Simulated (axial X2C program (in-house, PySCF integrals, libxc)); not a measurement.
# SiCl⁻: cheaper levels and CCSD(T), two-component

All values were computed with an in-house all-electron X2C program for linear molecules (integrals from PySCF). Two-component (2c) means X2C with spin–orbit coupling and atomic mean-field two-electron Coulomb and Gaunt terms. Basis: Cl dyall-av3z [9s8p3d2f], Si dyall-av3z [9s8p3d2f] (cores contracted in-house); Gaussian nuclei, density fitting, unrestricted open shells. Masses: Cl 34.969 u, Si 27.977 u.

State: Ω = 1 (⟨Sz⟩ = 1.00, ⟨Lz⟩ = 0.00 at HF); fragments Cl- + Si.

| level | Re (Å) | ωe (cm⁻¹) | De (eV) |
| --- | --- | --- | --- |
| PBE0 | 2.243 | 369.3 | 2.16 |
| HF | 2.290 | 334.6 | 1.54 |
| MP2 | 2.256 | 362.3 | 1.97 |
| CCSD | 2.267 | 353.8 | 1.91 |
| B3LYP | 2.277 | 340.5 | 1.91 |

Correlated methods: 12 electrons correlated (number of frozen shells: Cl 2 s, 1 p; Si 2 s, 1 p), 198 virtual spin orbitals or spinors in MP2, 90 natural virtuals in coupled cluster.

CCSD(T), same Hamiltonian and basis:

Re = 2.267 Å, ωe = 355.0 cm⁻¹, De = 1.96 eV; T1 = 0.017 (Lee–Taylor normalisation).

Question: Give the differences from CCSD(T) in the columns below.

Answer: 

```tsv
level	ΔRe (Å)	Δωe (cm⁻¹)	ΔDe (eV)
PBE0	-0.024	14	0.20
HF	0.023	-20	-0.42
MP2	-0.011	7	0.01
CCSD	0.000	-1	-0.05
B3LYP	0.010	-14	-0.05
```

One determinant describes the state; a PBE0 search over occupations chose it and may have missed a lower one. De is counted from the lowest determinant-based energies of the atoms at the same level, without counterpoise correction. Density functionals use the spin component along the axis (collinear). Coupled cluster ran in a truncated set of natural virtual spinors; the MP2 energy of the rest was added. (T) has no such correction and the atoms are truncated less, which lowers De at CCSD(T) by a hundredth of an eV or more. In 2c an atomic determinant is not the ground J level, so De misses part of the atomic spin–orbit lowering. This holds for PBE0, MP2, CCSD, B3LYP, CCSD(T). PBE0 can misorder states that lie within some tenths of an eV, so this need not be the ground state of the molecule. The nearest other 2c determinant of the search, Ω = 0, lies 0.72 eV up at the distance of the search. The functionals have no current-density term, which raises determinants with orbital currents, atoms included. With several unpaired electrons one determinant need not be a pure state. Open-shell Ω = 0 determinants with evenly filled partner blocks cannot be reached by this program, so the Ω shown need not be the lowest component. This is the Ω = 1 component of a π² triplet; the 0⁺ component is not one determinant and can lie lowest. The highest occupied level of some functionals is positive through self-interaction error; at Hartree–Fock it is bound. Hartree–Fock gets electron affinities wrong, so its lowest charge split need not be the true one.
